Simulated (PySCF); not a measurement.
Start geometry of nitrosomethane (`CN=O`) from GFN2-xTB (Å):
```
atom  x, y, z in Å
C1    -0.4194    0.0427    0.0222
N2     0.8704   -0.5867    0.1255
O3     1.8313    0.0669   -0.2117
H4    -0.8606    0.0135    1.0194
H5    -1.0321   -0.5993   -0.6121
H6    -0.3864    1.0649   -0.3650
```

**Question.** What comes out of this run: PBE0/6-31+G* geometry optimisation, gas phase (PySCF 2.14.0)?

**Answer.** 
```
atom  x, y, z in Å
C1    -0.4189   -0.0230   -0.0846
N2     0.9148   -0.4868    0.3241
O3     1.7582    0.3693    0.2847
H4    -1.0942   -0.2191    0.7562
H5    -0.7362   -0.6658   -0.9142
H6    -0.4151    1.0348   -0.3668
```

The energy falls by 0.71 kcal/mol over 7 energy and gradient evaluations, the largest force component goes from 0.0222 to 4.4e-04 Eh/bohr, and the atoms move by 0.026 Å rms after alignment. The bond that changes most is C1–N2 (N-methyl carbon to nitroso nitrogen), which lengthens by 0.031 Å. Bonds longer at the end by more than 0.005 Å: 3 of 5; shorter: 1. Among the angles that change most is C1–N2–O3, from 117.1° to 113.7°. Rotational constants go from 65949, 11394, 10329 to 61919, 11575, 10381 MHz. The orientation of the end geometry is arbitrary; only internal coordinates are fixed.

The run used 60 basis functions and 59 SCF cycles in all. Time: 5.4 s; peak memory 0.29 GiB. Hardware: Intel Xeon Platinum 8488C, one thread (shared host).

PBE0/6-31+G* frequencies: not computed here.
